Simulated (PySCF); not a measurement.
**Na₃: calculation against measurement**

Isolated Na₃, optimised in PySCF with density fitting and no spin–orbit coupling; def2 sets carry scalar-relativistic core potentials from Rb on. It is a doublet of C2v symmetry: PBE0/def2-TZVP Na–Na 3.257 Å (×2), Na–Na–Na 81.9°.

Measured fundamentals (Jacox, Vibrational and Electronic Energy Levels of Polyatomic Transient Molecules, as compiled in the NIST Chemistry WebBook) beside computed harmonic wavenumbers, in cm⁻¹:

```
mode as compiled  computed symmetry  measured  medium  PBE0/def2-TZVP
  – sym. stretch                 a1       139     gas             140
          – bend                 a1      49.5     gas              47
 – asym. stretch                 b2        87     gas              99
```

**Question.** How close does the calculation come?

**Answer.** Mean absolute differences: PBE0/def2-TZVP 6.4 %. The mean ratio of measured to computed values at PBE0/def2-TZVP is 0.975. Harmonic values should lie a little above fundamentals.
